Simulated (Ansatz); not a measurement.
Run this with Ansatz's Python interface and show what comes out.

`methods.py`:
```python
"""AlClH2N at several levels of theory."""

from pathlib import Path

import ansatz as az
import numpy as np

BASIS = "def2-SVP"

geometry_ang = [
    ("N", (-0.8795, 0.2792, -0.252)),
    ("Al", (0.208, -0.4634, 1.0532)),
    ("Cl", (2.0565, -1.4511, 0.4262)),
    ("H", (-0.8882, 1.3591, -0.0664)),
    ("H", (-0.4469, 0.2025, -1.2024)),
]
mol = az.Crystal.molecule()
for symbol, xyz in geometry_ang:
    mol = mol.atom(symbol, xyz)

base = (
    mol.calculation()
    .basis(gaussian=BASIS)
    .spin("collinear", total=1)
)

print("functional    E (Ha)        dipole (D)   HOMO (eV)  LUMO (eV)")
for name in ["lc_wpbe", "r2scan", "lda", "blyp", "revpbe"]:
    r = base.functional(name).forces().orbitals().run(threads=1, pin="off", runs_dir="runs").report
    lines = Path(r["orbitals_path"]).read_text().splitlines()
    field_of = lambda key: [line.split("=")[1].strip() for line in lines if line.startswith(key)]
    orbitals = [(27.211386 * float(e), s, float(n)) for e, s, n in zip(field_of("Ene="), field_of("Spin="), field_of("Occup="))]
    homo = max(e for e, _, n in orbitals if n > 0.5)
    lumo = min(e for e, _, n in orbitals if n < 0.5)
    dipole = 4.803205 * np.linalg.norm(r["charge_distribution"]["dipole_moment_e_ang"])
    print(f"{name:10s} {r['free_energy_ev'] / 27.211386246:14.6f} {dipole:9.3f} {homo:11.3f} {lumo:10.3f}")
```

`python methods.py` gives:
```text
functional    E (Ha)        dipole (D)   HOMO (eV)  LUMO (eV)
lc_wpbe       -758.119841     1.963      -8.794     -0.719
r2scan        -758.287458     1.866      -5.484     -3.184
lda           -755.364910     1.786      -5.101     -3.935
blyp          -758.347935     1.685      -4.897     -3.630
revpbe        -758.217255     1.772      -5.127     -3.512
```

Notes:
- Total energies depend on the basis set; only differences at equal settings carry meaning.
- The geometry is a force-field or estimated start, not a minimum of this method, and the basis set is short of its limit. A lower total doesn't mark the better method: functionals have no common bound, and MP2 and coupled cluster aren't variational.
- The species is open-shell (spin multiplicity 2).
- Levels such as HOMO and LUMO are orbital energies: with these approximate functionals they aren't the ionisation energy and electron affinity, and their gap isn't the fundamental gap.
- Run time: 5.3 s on 1 thread of AMD EPYC 9R45 96-Core Processor (Zen 5), with other jobs on the host, peak memory 0.23 GiB.

(Lines on the test bed's own set-up are left out of the output.)
